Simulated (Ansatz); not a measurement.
A trace of molecular dynamics of CS₂ (3 atoms, charge 0, multiplicity 1).

Computed with RKS r2SCANh/STO-3G in Ansatz 0.2.0.

- ensemble: NVE (velocity Verlet)
- starting velocities drawn for: 1000 K
- seed: 743469

| time (fs) | T (K) | potential energy less start (eV) | conserved less start (meV/atom) |
| --- | --- | --- | --- |
| 0 | 1000 | 0.000 | 0.00 |
| 16 | 274081 | 11.297 | 15531.98 |
| 32 | 1063087 | 21.235 | 52839.98 |
| 48 | 1062116 | 21.344 | 52834.46 |
| 64 | 1061755 | 21.390 | 52834.27 |
| 80 | 1061543 | 21.417 | 52834.21 |
| 96 | 1061403 | 21.435 | 52834.19 |
| 112 | 1061303 | 21.448 | 52834.18 |
| 128 | 1061229 | 21.457 | 52834.17 |
| 144 | 1061171 | 21.465 | 52834.16 |
| 160 | 1061124 | 21.471 | 52834.16 |
| 176 | 1061087 | 21.476 | 52834.16 |
| 192 | 1061055 | 21.480 | 52834.16 |
| 208 | 1061028 | 21.483 | 52834.16 |
| 224 | 1061006 | 21.486 | 52834.16 |
| 240 | 1060986 | 21.489 | 52834.16 |
| 256 | 1060968 | 21.491 | 52834.16 |
| 272 | 1060953 | 21.493 | 52834.15 |
| 288 | 1060940 | 21.495 | 52834.15 |
| 304 | 1060927 | 21.496 | 52834.15 |
| 320 | 1060916 | 21.498 | 52834.15 |

Question: Is this trajectory sound?

Answer: The conserved energy changed by up to 54000 meV per atom, so the integration failed: the time step of 8 fs is too long for the fastest motions that this run met, and the later frames carry no physical meaning.

Run time: 56 s on 1 thread of Arm Neoverse N1 (shared host), peak memory 0.085 GiB.
